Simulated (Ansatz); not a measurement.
Worked example: correlation energy of SiCGe⁺, doublet

Geometry: that of the SiCGe, singlet, kept fixed.

```yaml
atoms:
  - { symbol: C, position_ang: [0.0000, 0.0000, 0.0276] }
  - { symbol: Ge, position_ang: [0.0000, 0.0000, -1.7401] }
  - { symbol: Si, position_ang: [0.0000, 0.0000, 1.7125] }
```

Basis cc-pVDZ; Ansatz 0.2.0. Only valence electrons are correlated (noble-gas cores and the filled d shells of p-block atoms frozen), which leaves 11 electrons in 39 orbitals. Prefix R: restricted or restricted open-shell reference; prefix U: unrestricted. No spin–orbit coupling is included, and no scalar relativity.

Full CI isn't at hand for all of this; UCCSDT(Q) serves as the reference, and is uncertain by about the last step of the cluster series.

Runs differ by some tens of microhartree through their thresholds and, for an open shell, their frozen cores, so steps under 0.03 kcal/mol mean nothing.

| level | total energy (hartree) |
| --- | --- |
| UHF | -2401.767063 |
| UMP2 | -2401.983235 |
| UCCSD | -2402.019871 |
| UCCSD(T) | -2402.030891 |
| UCCSDT | -2402.032464 |
| UCCSDT(Q) | -2402.033500 |

Problem. What is the correlation energy at UCCSDT(Q), and what share of it do UMP2 and UCCSD(T) recover?

Solution. E(corr) = -2402.033500 − (-2401.767063) = -0.266437 hartree = -7.250 eV. UMP2: -0.216172 / -0.266437 = 81.13 %. UCCSD(T): -0.263828 / -0.266437 = 99.02 %.

Problem. By how many kcal/mol does UCCSD(T) miss UCCSDT(Q) (1 hartree = 627.509 kcal/mol), and which steps make up the rest?

Solution. -2402.030891 − (-2402.033500) = 0.002609 hartree = 1.64 kcal/mol. Steps: UCCSDT − UCCSD(T) = -0.99, UCCSDT(Q) − UCCSDT = -0.65 kcal/mol. Differences between like states or geometries often cancel part of this.
